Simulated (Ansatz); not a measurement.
# AlH3O2 (SMILES [OH][AlH][OH]): one structure at several levels

One table from this session's results is given with a row withheld; the runs are named, their logs left out.

Computed with Ansatz 0.2.0, Gaussian basis. Level: single points in def2-TZVPP.

Cores are frozen in the correlated methods.

### Where the work starts

SMILES `[OH][AlH][OH]`, 6 atoms, charge 0, spin multiplicity 1.

Atoms are counted from 1 here; the program's logs count them from 0.

Bond lengths: O1–Al2 1.644 Å, O1–H4 0.944 Å, Al2–O3 1.638 Å, Al2–H5 1.508 Å, O3–H6 0.942 Å. Angles: Al2–O1–H4 175.5°, O1–Al2–O3 128.5°, O1–Al2–H5 114.7°, O3–Al2–H5 116.8°, Al2–O3–H6 177.1°.

As a file:

```mol
AlH3O2
  3D, bonds by distance, orders not assigned

  6  5  0  0  0  0  0  0  0  0999 V2000
   -1.3417   -0.3492   -0.6153 O   0  0
    0.1714    0.1768   -0.2473 Al  0  0
    1.0367   -0.0828    1.1191 O   0  0
   -2.2292   -0.5803   -0.8389 H   0  0
    0.8281    1.0072   -1.3212 H   0  0
    1.5642   -0.1986    1.8912 H   0  0
  1  2  8  0
  1  4  8  0
  2  3  8  0
  2  5  8  0
  3  6  8  0
M  END
```

Set-up of the first run:

The input, run/in.yaml:

```yaml
crystal:
  periodic: [false, false, false]
  atoms:
    - {symbol: O, position_ang: [-1.341700, -0.349200, -0.615300]}
    - {symbol: Al, position_ang: [0.171400, 0.176800, -0.247300]}
    - {symbol: O, position_ang: [1.036700, -0.082800, 1.119100]}
    - {symbol: H, position_ang: [-2.229200, -0.580300, -0.838900]}
    - {symbol: H, position_ang: [0.828100, 1.007200, -1.321200]}
    - {symbol: H, position_ang: [1.564200, -0.198600, 1.891200]}
basis:
  gaussian: {orbitals: def2-TZVPP}
correlation: {method: ccsd_t}
output: {forces: true}
```

The command line of these runs was not kept.

Steps of the session up to this table: CCSD(T)/def2-TZVPP; PBE0-D4/def2-TZVPP; wB97M-V/def2-TZVPP; r2SCAN-D4/def2-TZVPP; PBE-D4/def2-TZVPP; r2SCANh-D4/def2-TZVPP; BHLYP-D4/def2-TZVPP.

One of the session's tables, all rows but one given; the rest of the session is left out.

| method | RMS force component (eV/Å) | angle to CCSD(T) forces (°) | dipole (D) |
| --- | --- | --- | --- |
| CCSD(T) | 0.304 | reference | 1.31 |
| PBE0-D4 | ? | ? | ? |
| wB97M-V | 0.271 | 5.9 | 1.28 |
| r2SCAN-D4 | 0.275 | 12.5 | 1.32 |
| PBE-D4 | 0.336 | 35.3 | 1.25 |
| r2SCANh-D4 | 0.278 | 12.4 | 1.31 |
| BHLYP-D4 | 0.324 | 32.1 | 1.26 |

**Question.** Estimate the row for PBE0-D4.

**Answer.** RMS force component (eV/Å): 0.285; angle to CCSD(T) forces (°): 12.2; dipole (D): 1.25. In the column «RMS force component (eV/Å)» it lies between r2SCANh-D4 (0.278) and CCSD(T) (0.304).
